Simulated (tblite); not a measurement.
Species: isocyanodiacetylene, C₅HN.
Atom-mapped SMILES: `[C-:1]#[N+:2][C:3]#[C:4][C:5]#[CH:6]` (hydrogens: H7 on C6)

Computed values, GFN2-xTB/tblite, gas phase, harmonic and unscaled. Errors from tens to a few hundred cm⁻¹ against measured bands are possible.

Harmonic wavenumbers (cm⁻¹): 108.5, 108.7, 203.7, 204.0, 346.7, 346.9, 410.2, 410.4, 635.5, 635.7, 663.6, 1259.2, 2121.9, 2221.9, 2302.2, 3404.5.

B = 1420 MHz (linear); mass 75.011 u (most abundant isotopes); point group C∞v, symmetry number 1.

**Question.** What is the zero-point energy?

**Answer.** Half the sum of the wavenumbers: 7692 cm⁻¹ = 21.99 kcal/mol.

**Question.** Entropy at 400 K, 1 bar (ideal gas, RRHO, classical rotation)?

**Answer.** Translation 40.35, rotation 19.23, vibration 21.41: S = 81.0 cal/(mol K).

**Question.** And Cp and H(400 K) − H(0)?

**Answer.** Cp = 25.97 cal/(mol K), of which vibrations give 19.01 (their classical limit is 16 R = 31.8); H(400 K) − H(0) = 7.30 kcal/mol without the zero-point energy, 4.52 from vibrations.

**Question.** What must be added to the electronic energy to get the Gibbs energy at 400 K and 1 bar?

**Answer.** ZPE + [H(400 K) − H(0)] − T·S = 21.99 + 7.30 − 32.40 = -3.11 kcal/mol.

**Question.** How do the functions run with temperature in this model?

**Answer.** 
| T (K) | S (cal/(mol K)) | Cp (cal/(mol K)) | H − H(0) (kcal/mol) | G − H(0) (kcal/mol) | ln q(vib) |
| --- | --- | --- | --- | --- | --- |
| 150 | 59.7 | 16.9 | 1.71 | -7.26 | 1.29 |
| 250 | 69.7 | 22.0 | 3.67 | -13.75 | 2.84 |
| 298.15 | 73.7 | 23.6 | 4.77 | -17.20 | 3.58 |
| 600 | 92.1 | 29.0 | 12.82 | -42.46 | 7.71 |
| 900 | 104.5 | 32.0 | 22.00 | -72.05 | 10.96 |

q(vib) and H(0) count from the zero-point level.

Hindered rotation and anharmonicity are outside this model.
